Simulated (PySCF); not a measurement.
nitrous oxide (N₂O), SMILES N#[N+][O-].

The structure is a stationary point at PBE0-D3(BJ)/def2-TZVP.

Two levels are set side by side: PBE/def2-TZVPD (PySCF) and HF/def2-TZVPD (PySCF). Same geometry, gas phase. Differences are taken from unrounded values.

| quantity | HF |
|---|---|
| orbital gap (eV) | 15.67 |
| highest occupied level (eV) | -13.39 |
| lowest empty level (eV) | 2.28 |
| dipole moment (D) | 0.58 |
| mean polarisability (bohr³) | 18.2 |

What does PBE give, and how far is it from HF? (An estimate is asked for; the answer gives what the named calculation found.)


| quantity | PBE | PBE minus HF |
|---|---|---|
| orbital gap (eV) | 7.01 | -8.66 |
| highest occupied level (eV) | -8.38 | 5.01 |
| lowest empty level (eV) | -1.37 | -3.65 |
| dipole moment (D) | 0.16 | -0.42 |
| mean polarisability (bohr³) | 19.5 | 1.2 |

Without exact exchange PBE keeps part of each electron's self-repulsion, which lifts occupied levels and narrows the gap. PBE's more diffuse valence density responds more strongly to a field. Differences between two approximate levels are no errors against the true value.

Rough cost on one machine, each run with all the roots and properties that it gave: HF against PBE about 1/3.
